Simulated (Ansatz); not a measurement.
# One shape, several levels: triplet SiNH5

Aim: a comparison of 6 runs (UHF/STO-3G, UB3LYP/6-31G*, U-revPBE/def2-TZVP, U-wB97X/def2-TZVP, USVWN5/def2-TZVP, UMP2/def2-TZVP) of triplet SiNH5. 

Program for the calculation: Ansatz 0.2.0.

55 further runs of the same task are left out: 55 set aside as unsound or not needed.

## Step 1: The molecule

The species is SiNH5 (7 atoms), meant as a triplet with charge 0. As SMILES of the parent species, `[SiH3]N`. The shape is that of a PBE0-D4/def2-TZVP optimisation. That shape belongs to the parent species and isn't relaxed for this state.

Bond lengths: Si1–N2 1.720 Å, Si1–H3 1.486 Å, Si1–H4 1.486 Å, Si1–H5 1.494 Å, N2–H6 1.007 Å, N2–H7 1.007 Å. Angles: Si1–N2–H6 119.6°, Si1–N2–H7 119.6°, N2–Si1–H3 107.9°, N2–Si1–H4 107.9°, N2–Si1–H5 116.0°, H6–N2–H7 110.7°, H3–Si1–H4 110.5°, H3–Si1–H5 107.3°, H4–Si1–H5 107.3°.

## Step 2: A single-point energy at UHF/STO-3G (run 1)

Input file run.yaml:

```yaml
crystal:
  periodic: [false, false, false]
  atoms:
    - {symbol: Si, position_ang: [-0.413010, -0.292700, -0.422350]}
    - {symbol: "N", position_ang: [0.611760, 0.348670, 0.801280]}
    - {symbol: H, position_ang: [-0.018320, -1.706330, -0.653330]}
    - {symbol: H, position_ang: [-1.813170, -0.217090, 0.068940]}
    - {symbol: H, position_ang: [-0.367930, 0.402730, -1.743970]}
    - {symbol: H, position_ang: [0.391580, 1.238230, 1.219480]}
    - {symbol: H, position_ang: [1.609100, 0.226510, 0.729930]}
basis:
  gaussian:
    orbitals: STO-3G
magnetization:
  spin_polarized: true
  initial_magnetization: 2
hamiltonian:
  xc: hf
accuracy: high
output: {orbitals: {seedname: orbitals}}
```

The run is started by

```sh
$ ansatz run run.yaml --threads 1 --pin off --max-ram 3480MiB --events-out events.jsonl --progress --plain --runs-dir runs
```

What it wrote:

```text
Warning: RAYON_NUM_THREADS=1 ignored (pool sized by the plan → 1); use --threads N
Functional definition: HF
  name "HF"
  exchange = exact_x
  correlation = 0
338 factors; integrals over basis functions are off by at most 8.9e-9 eV
mean field evaluation 1: about -9301.8369 eV, gradient 7.7e0 eV
mean field evaluation 2: about -9301.9607 eV, gradient 7.7e0 eV
mean field evaluation 4: about -9303.3386 eV, gradient 1.7e0 eV
mean field evaluation 8: about -9303.5057 eV, gradient 1.3e-3 eV
mean field evaluation 16: about -9295.9459 eV, gradient 1.5e1 eV
mean field evaluation 32: about -9303.3335 eV, gradient 1.0e0 eV
mean field -9303.50244215 eV, -341.8974086086 hartree, gradient 6.7e-9 eV, S^2 2.005590; 0 other end points of the search recorded, 0 dependent functions left out
reference -9303.50244215 eV, -341.8974086086 hartree; 14, 12 occupied and 5, 7 virtual orbitals, 338 factors
Total energy: -9303.50244215 eV, -341.8974086086 hartree
```

Run time: 0.12 s. Hardware: 1 thread of Arm Neoverse V2, shared host.

## Step 3: The energy at UB3LYP/6-31G(d) (spherical functions) (run 2)

run.yaml, as its differences from that of step 2:

```diff
@@ -11,9 +11,5 @@
 basis:
-  gaussian:
-    orbitals: STO-3G
-magnetization:
-  spin_polarized: true
-  initial_magnetization: 2
-hamiltonian:
-  xc: hf
+  gaussian: {orbitals: 6-31G_st_-spherical.json}
+magnetization: {spin_polarized: true, initial_magnetization: 2}
+hamiltonian: {xc: {name: B3LYP}}
 accuracy: high
```

The basis set 6-31G* is read from a file made from the Basis Set Exchange's data (not shown).

The run is started by

```sh
$ ansatz run run.yaml --threads 1 --pin off --max-ram 3480MiB --events-out events.jsonl --progress --plain --runs-dir runs
```

What it wrote:

```text
Warning: RAYON_NUM_THREADS=1 ignored (pool sized by the plan → 1); use --threads N
Functional definition: B3LYP
  name "B3LYP"
  parameter a0 = 0.2
  parameter ax = 0.72
  parameter ac = 0.81
  exchange = (1 - a0 - ax)*slater_x + ax*b88_x + a0*exact_x
  correlation = (1 - ac)*vwn_rpa_c + ac*lyp_c
957 factors; integrals over basis functions are off by at most 3.5e-9 eV
mean field evaluation 1: about -9438.5070 eV, gradient 3.2e1 eV
mean field evaluation 2: about -9430.2588 eV, gradient 5.1e1 eV
mean field evaluation 4: about -9442.9550 eV, gradient 5.2e0 eV
mean field evaluation 8: about -9443.3262 eV, gradient 6.3e-1 eV
mean field evaluation 16: about -9443.3320 eV, gradient 3.8e-4 eV
mean field -9443.33200664 eV, -347.0360503235 hartree, gradient 1.7e-8 eV, S^2 2.005219; 0 other end points of the search recorded, 0 dependent functions left out
reference -9443.33204384 eV, -347.0360516907 hartree; 14, 12 occupied and 28, 30 virtual orbitals, 957 factors
Total energy: -9443.33204384 eV, -347.0360516907 hartree
```

Run time: 5.1 s. Hardware: 1 thread of Arm Neoverse V2, shared host; peak memory 0.16 GiB.

## Step 4: A single-point energy at U-revPBE/def2-TZVP (run 3)

Input file run.yaml:

```yaml
crystal:
  periodic: [false, false, false]
  atoms:
    - {symbol: Si, position_ang: [-0.413010, -0.292700, -0.422350]}
    - {symbol: N, position_ang: [0.611760, 0.348670, 0.801280]}
    - {symbol: H, position_ang: [-0.018320, -1.706330, -0.653330]}
    - {symbol: H, position_ang: [-1.813170, -0.217090, 0.068940]}
    - {symbol: H, position_ang: [-0.367930, 0.402730, -1.743970]}
    - {symbol: H, position_ang: [0.391580, 1.238230, 1.219480]}
    - {symbol: H, position_ang: [1.609100, 0.226510, 0.729930]}
basis:
  gaussian:
    orbitals: def2-TZVP
total_charge: 0
magnetization:
  spin_polarized: true
  initial_magnetization: 2
hamiltonian:
  xc: {name: revPBE}
accuracy: high
output: {orbitals: {seedname: orbitals}}
```

The run is started by

```sh
$ ansatz run run.yaml --threads 1 --pin off --max-ram 3480MiB --events-out events.jsonl --progress --plain --runs-dir runs
```

What it wrote:

```text
Warning: RAYON_NUM_THREADS=1 ignored (pool sized by the plan → 1); use --threads N
Functional definition: revPBE
  name "revPBE"
  parameter kappa = 1.245
  parameter beta = 0.06672455060314922
  exchange = pbe_x(kappa = kappa, mu = beta*pi^2/3)
  correlation = pbe_c(beta = beta)
1820 factors; integrals over basis functions are off by at most 3.8e-9 eV
mean field evaluation 1: about -9433.5867 eV, gradient 4.7e1 eV
mean field evaluation 2: about -9395.2652 eV, gradient 8.9e1 eV
mean field evaluation 4: about -9439.0742 eV, gradient 2.1e1 eV
mean field evaluation 8: about -9442.7044 eV, gradient 2.3e-1 eV
mean field evaluation 16: about -9442.6959 eV, gradient 2.7e-4 eV
mean field evaluation 32: about -9440.8261 eV, gradient 2.5e0 eV
mean field -9442.69594739 eV, -347.0126755775 hartree, gradient 2.9e-8 eV, S^2 2.004157; 2 other end points of the search recorded, 0 dependent functions left out
reference -9442.69595220 eV, -347.0126757543 hartree; 14, 12 occupied and 84, 86 virtual orbitals, 1820 factors
Total energy: -9442.69595220 eV, -347.0126757543 hartree
```

Run time: 8.1 s. Hardware: 1 thread of Arm Neoverse V2, shared host; peak memory 0.28 GiB.

Runs 4 to 5 aren't shown in full; the table further down has their settings and results.

## Step 5: A single-point energy at UMP2/def2-TZVP (run 6)

Input file job.yaml:

```yaml
crystal:
  periodic: [false, false, false]
  atoms:
    - {symbol: Si, position_ang: [-0.413010, -0.292700, -0.422350]}
    - {symbol: N, position_ang: [0.611760, 0.348670, 0.801280]}
    - {symbol: H, position_ang: [-0.018320, -1.706330, -0.653330]}
    - {symbol: H, position_ang: [-1.813170, -0.217090, 0.068940]}
    - {symbol: H, position_ang: [-0.367930, 0.402730, -1.743970]}
    - {symbol: H, position_ang: [0.391580, 1.238230, 1.219480]}
    - {symbol: H, position_ang: [1.609100, 0.226510, 0.729930]}
basis:
  gaussian: {orbitals: def2-TZVP}
total_charge: 0
magnetization: {spin_polarized: true, initial_magnetization: 2}
correlation: {method: mp2, frozen_orbitals: {H: 0, "N": 1, Si: 5}}
accuracy: high
```

The run is started by

```sh
$ ansatz run job.yaml --threads 1 --pin off --max-ram 3480MiB --events-out events.jsonl --progress --plain --runs-dir runs
```

What it wrote:

```text
Warning: RAYON_NUM_THREADS=1 ignored (pool sized by the plan → 1); use --threads N
[... 4 set-up lines as earlier in the session ...]
1820 factors; integrals over basis functions are off by at most 3.8e-9 eV
mean field evaluation 1: about -9415.3855 eV, gradient 1.9e1 eV
mean field evaluation 2: about -9415.4003 eV, gradient 1.9e1 eV
mean field evaluation 4: about -9418.3504 eV, gradient 3.8e0 eV
mean field evaluation 8: about -9419.0022 eV, gradient 2.9e-1 eV
mean field evaluation 16: about -9419.0069 eV, gradient 2.0e-8 eV
mean field evaluation 32: about -9417.0432 eV, gradient 9.4e-1 eV
mean field -9419.00690172 eV, -346.1421192061 hartree, gradient 5.0e-8 eV, S^2 2.010127; 4 other end points of the search recorded, 0 dependent functions left out
6 core orbitals not correlated: weight in the atoms' cores, before any rotation towards them, 1.000 or more for the frozen orbitals, at most 0.000 for the correlated occupied ones
reference -9419.00690172 eV, -346.1421192061 hartree; 8, 6 occupied and 84, 86 virtual orbitals, 1820 factors
second order -8.27761438 eV of doubles, -0.00000000 eV of singles
Total energy: -9427.28451610 eV, -346.4463159239 hartree
```

Run time: 3.9 s. Hardware: 1 thread of Arm Neoverse V2, shared host; peak memory 0.26 GiB.

## Step 6: Overview of the runs

```
run                                level  frozen core orbitals  energy (Eh)   ⟨S²⟩  wall time
  1                           UHF/STO-3G                     –  -341.897409  2.006     0.12 s
  2  UB3LYP/6-31G* (spherical functions)                     –  -347.036052  2.005      5.1 s
  3                   U-revPBE/def2-TZVP                     –  -347.012676  2.004      8.1 s
  4                    U-wB97X/def2-TZVP                     –  -347.044595  2.008       49 s
  5                     USVWN5/def2-TZVP                     –  -345.441561  2.002      5.1 s
  6                       UMP2/def2-TZVP                     6  -346.446316  2.010      3.9 s
```

## Step 7: What came out

| quantity | value |
| --- | --- |
| run 6: total energy | -346.44632 Eh |
| run 6: correlation energy (6 core orbitals frozen) | -304.2 mEh |
| run 6: ⟨S²⟩ of the reference determinant | 2.010 |

Totals of different functionals can't be ranked against each other. In run 1 the basis is minimal, so the values are rough. All runs together took 71 s, the longest 49 s.
